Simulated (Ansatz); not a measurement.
A made-up structure of CH2ClSi, doublet:

```
5
angstrom
C -0.3233 0.5530 -0.2813
Si -0.3199 -0.7005 1.0481
Cl 1.5312 -1.6210 0.7504
H 2.5448 -2.3858 0.3546
H 0.1377 0.3830 -1.2537
```

It is relaxed with PBE-D4/def2-SVP and then PBE0-D4/def2-TZVP (Ansatz 0.2.0). Atoms count as bonded within 1.22 times the sum of their covalent radii (H–H: 0.88 Å). The end point is not checked to be a true minimum.

Q: Does its bonding change? (Judge from chemistry; the calculation decides.)

A: By the calculation: Yes. Formed: C1–H4; broken: Cl3–H4.

Where it ends: The first stage lowers the energy by 4.63 eV in 28 steps. It ends as CH₂ClSi ([CH2][Si][Cl]):
C1  (0.551, -0.390, -0.451)
Si2  (0.146, -0.754, 1.293)
Cl3  (1.766, -1.944, 1.860)
H4  (1.055, -1.103, -1.101)
H5  (0.052, 0.419, -0.983)
(Å)

Labels in which every atom is bracketed show which atoms are joined, not bond orders.

For scale, one of the runs: PBE0-D4/def2-TZVP relaxation, 117 basis functions, launched by `ansatz run in.yaml --threads 2 --pin off --events-out ev --progress --plain --max-ram 4352MiB`. Hardware: 2 CPU threads of an Arm Neoverse V2, shared host. Wall time about 26 s.
